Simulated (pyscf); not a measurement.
Structures and frequencies: ωB97X-D3(BJ)/def2-SVP in PySCF.

### Question
Estimate the classical barrier height and the reaction energy of H₂Ga–AsH₂ (SMILES [GaH2][AsH2]) + SiH₄ (SMILES [SiH4]) → H₃Si–GaH–AsH₂ (SMILES [SiH3][GaH][AsH2]) + H₂ (SMILES [H][H]) at ωB97M-D3(BJ)/def2-TZVP. The step runs on the singlet surface, breaks Ga–H, H–Si and forms Ga–Si, H–H; take the separated reactants as zero.

### Answer
ΔE‡ = 1.31 eV, ΔE = +0.07 eV. Zero-point energy shifts the barrier by +0.02 eV. It is a four-centre exchange, with an imaginary mode of 1342i cm⁻¹. On the reactant side the descent ends in a complex, 0.28 eV under the separated species and 1.41 eV under the saddle at ωB97X-D3(BJ)/def2-TZVP. At the saddle there is also a short Ga–H contact that neither side keeps. At ωB97X-D3(BJ)/def2-TZVP the barrier from the zero used here is 1.14 eV. One saddle was located; it need not be the lowest between these sides. Elements up to Kr have no core potential and no relativistic terms here.
